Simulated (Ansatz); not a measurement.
Basis-set extrapolation for `Cl[Si]Cl` (PBE0-D4/def2-TZVP geometry, frozen core, the Gaussian-basis code of Ansatz). Multiplicity 1, RHF reference.

|  | def2-TZVPP | def2-QZVPP |
| --- | --- | --- |
| HF | -1208.035253 | -1208.069356 |
| MP2 correlation | -0.472693 | -0.520674 |
| CCSD(T) correlation | -0.536305 | -0.584627 |

Energies in hartree. Use E(X) = E(∞) + A·exp(−7.88·√X) for Hartree–Fock and E(X) = E(∞) + B·X^(−2.97) for correlation, with X = 3 and 4.

Task: What is the CCSD(T) energy at the basis-set limit?

Result: HF limit: -1208.069356 + (-0.034103) × 0.13774 = -1208.07405. Correlation limit: -0.584627 + (-0.048322) × 0.74074 = -0.62042. Total: -1208.69447 hartree, 77.1 kcal/mol below CCSD(T)/def2-TZVPP.
